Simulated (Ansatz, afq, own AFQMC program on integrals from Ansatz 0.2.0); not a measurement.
## CH3Si, doublet → CH3Si, quartet

```yaml
atoms:
  - { symbol: Si, position_ang: [-0.0027, 0.0000, 0.4927] }
  - { symbol: C, position_ang: [0.0237, 0.0000, -1.3968] }
  - { symbol: H, position_ang: [0.6305, -1.2164, 1.0698] }
  - { symbol: H, position_ang: [0.6307, 1.2163, 1.0698] }
  - { symbol: H, position_ang: [-1.4681, 0.0001, 0.7752] }
```

Connectivity, by distances: SiH3–C.

E(quartet, charge +0) − E(doublet, charge +0) at this geometry, on ROHF and UHF determinants.

Basis cc-pVDZ. Noble-gas cores (and the filled d shells of Ga–Kr and In–Xe) are frozen. Integrals, coupled cluster, full CI and functionals: Ansatz 0.2.0; the random walks run on the same integrals in our own AFQMC program. ph-AFQMC/CISD is guided by a CISD state made of CCSD amplitudes; releasing the constraint for a short imaginary time cuts its bias at the price of noise, slowly where states lie close. ± is one standard error of the sampling. The errors of all members are added in quadrature.

No full CI on the walks' own integrals is used here; CCSDT(Q) serves as the reference and is uncertain by about the last step of the cluster series. Each member takes its own surest rung, up to full CI.

Errors are counted within cc-pVDZ, not against nature.

Cautions: CH₃Si (doublet): another spin lies lower, a spin-contaminated unrestricted determinant lies lower (UHF 424 meV lower, ⟨S²⟩ 1.40); core correlation is missing, and it shifts such a gap most where an s electron is promoted.

Reference (CCSDT(Q)): -0.308 eV.

| level | vertical spin gap (eV) | error against CCSDT(Q) (eV) |
| --- | --- | --- |
| HF | -1.140 | -0.831 |
| MP2 | -0.580 | -0.271 |
| CCSD | -0.357 | -0.049 |
| CCSD(T) | -0.320 | -0.012 |
| CCSDT | -0.310 | -0.002 |
| ph-AFQMC/CISD | -0.313 ± 0.004 | -0.005 ± 0.004 |
| released AFQMC | -0.306 ± 0.006 | 0.002 ± 0.006 |

Correlation beyond CCSD(T) adds 0.012 eV. The perturbative (T) step is worth +0.037 eV.

A walk keeps the symmetry of its determinant, which the program's search chose and which needn't be the lowest solution, so a lower state of the same spin and another symmetry isn't excluded. Released energies are given only where the last usable release times agree within the noise; a slower fall can still hide under it.
